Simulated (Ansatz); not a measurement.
# Scan of [H···H···Br], doublet

Starting geometry:

```xyz
3

H     0.0000    0.0000   -1.2080
H     0.0000    0.0000   -0.4630
Br    0.0000    0.0000    1.6710
```

From there H2 is moved from one fragment to the other while all else, the fragments' distance too, stays fixed, so the hump isn't the reaction's barrier; atoms are numbered as listed. Energies are in kJ/mol, counted from the starting geometry at the same level. Kohn–Sham curves are unrestricted where that lies lower.

Basis cc-pVTZ; Ansatz 0.2.0. Correlated methods freeze the noble-gas cores and the filled d shells of p-block atoms. R marks a restricted (for open shells ROHF) determinant, U an unrestricted one. No spin–orbit coupling is included, and no scalar relativity.

Functionals correlate the shells that the reference freezes, so part of their error here is the reference's.

Full CI isn't at hand for all of this; UCCSDT(Q) serves as the reference, and is uncertain by about the last step of the cluster series.

```tsv
distance H1-H2 (Å)	UCCSDT(Q)	PBE	revPBE	r2SCAN	B97M-V	PBE0	B3LYP	wB97M-V	B2PLYP	RPA-PBE
0.693	3.9	8.8	7.6	6.6	4.3	6.7	5.9	4.3	4.4	3.0
0.745	0.0	0.0	0.0	0.0	0.0	0.0	0.0	0.0	0.0	0.0
0.831	11.5	2.4	4.3	5.6	9.2	6.3	7.4	10.7	10.2	12.4
0.918	34.5	15.9	19.4	21.6	28.0	23.6	25.9	33.1	31.6	36.2
1.004	58.9	31.5	36.5	38.5	47.0	42.3	46.0	57.3	54.1	61.4
1.090	76.9	43.6	50.0	50.1	61.2	56.1	61.6	75.7	70.6	81.1
1.176	83.7	49.4	56.8	53.9	68.4	61.3	69.5	83.7	76.8	90.8
1.263	79.9	49.2	57.4	51.5	69.4	58.6	69.8	81.4	73.8	90.0
1.349	71.5	46.8	55.4	47.5	67.3	52.7	66.8	74.5	67.0	83.6
```

(1) Judged by the spread of the error over the points with a reference (largest less smallest), which of these follows UCCSDT(Q) best and which worst?

Results:

(1) Subtracting the UCCSDT(Q) column from each: best wB97M-V (errors from -1.6 to 2.9, spread 4.5 kJ/mol), worst PBE (from -34.3 to 4.9, spread 39.2 kJ/mol). Functionals and wave-function methods converge differently with the basis, so part of this is basis effect.
